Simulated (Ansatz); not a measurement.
# SiHF (SMILES F[SiH]): the energy, rung by rung

SiHF has 3 atoms, charge 0, and is taken as a singlet. As SMILES, `F[SiH]`. The shape is that of a PBE0-D4/def2-TZVP optimisation.

```xyz
3

F    -1.0902    0.0244   -0.6023
Si    0.1868    0.6294    0.1738
H     0.8924   -0.7186    0.4153
```

Quantity: the energy change with the F1–Si2 bond stretched from 1.612 to 3.224 Å, in eV. The values are calculated.

| level | kind | program | value (eV) | less FCI/STO-3G | CPU time (all runs) |
| --- | --- | --- | --- | --- | --- |
| PBE/STO-3G (restricted) | GGA | Ansatz | 6.33 | +1.88 | 1.6 s |
| B3LYP/STO-3G (restricted) | global hybrid | Ansatz | 7.08 | +2.63 | 0.92 s |
| r2SCAN0/STO-3G (restricted) | hybrid meta-GGA | Ansatz | 7.47 | +3.02 | 2 s |
| HSE06/STO-3G (restricted) | range-separated hybrid | Ansatz | 7.23 | +2.78 | 1.6 s |
| B2PLYP/STO-3G (restricted) | double hybrid | Ansatz | 6.31 | +1.86 | 1.2 s |
| CCSD/STO-3G (restricted) | coupled cluster or CI | Ansatz | 4.31 | -0.14 | 0.25 s |
| CCSDTQ/STO-3G (restricted) | coupled cluster or CI | Ansatz | 4.45 | 0.00 | 7.7 s |
| FCI/STO-3G | exact in the basis | Ansatz | 4.45 | 0.00 | 1.8 s |

FCI/STO-3G is exact within its basis and frozen core, so for wave-function methods in that basis the difference is their error; functionals converge differently with the basis, so for them it is only a difference. The first shape isn't each level's own minimum. The values span 4.31 to 7.47 eV. All rows use very small basis sets, so none should be taken for the real molecule's value. In so small a basis fixed costs decide the times, and correlated methods can beat functionals. CPU times are rough (shared hosts, several kinds of processor and program).
